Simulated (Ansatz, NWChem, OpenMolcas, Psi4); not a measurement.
Worked example: C3H6O → H2CO + C2H4

Species: C3H6O (oxetane) `C1COC1`, singlet; H2CO (formaldehyde) `C=O`, singlet; C2H4 (ethylene) `C=C`, singlet. This is a balance of energies; it says nothing on the path, which may need atoms to shift.

Shapes, held fixed at every level: PBE0-D4/def2-TZVP. Programs: Ansatz 0.2.0, NWChem 7.3.0, OpenMolcas 26.06, Psi4 1.11. A level may come from different programs for different species; with the same settings they agree closely. The zero-point and thermal change to 298 K, harmonic and unscaled (PBE0-D4/def2-TZVP), is -17.7 kJ/mol.

At PBE0/def2-SVP; 1 Eh = 2625.50 kJ/mol:

| species | energy (Eh) |
| --- | --- |
| C3H6O | -192.739264 |
| H2CO | -114.283717 |
| C2H4 | -78.425182 |

**Question.** Work out ΔH(298 K) of the reaction at this level.

**Answer.** 
1. Products less reactants: (-114.283717) + (-78.425182) − [(-192.739264)] = 0.030365 Eh = +79.7 kJ/mol.
2. With the thermal change: +79.7 + (-17.7) = +62.0 kJ/mol.

Other levels give +2.7 (HF/def2-SVP) to +259.0 kJ/mol (HF/STO-3G). No measured value is set beside it here. The median of the other levels is +23.4 kJ/mol.
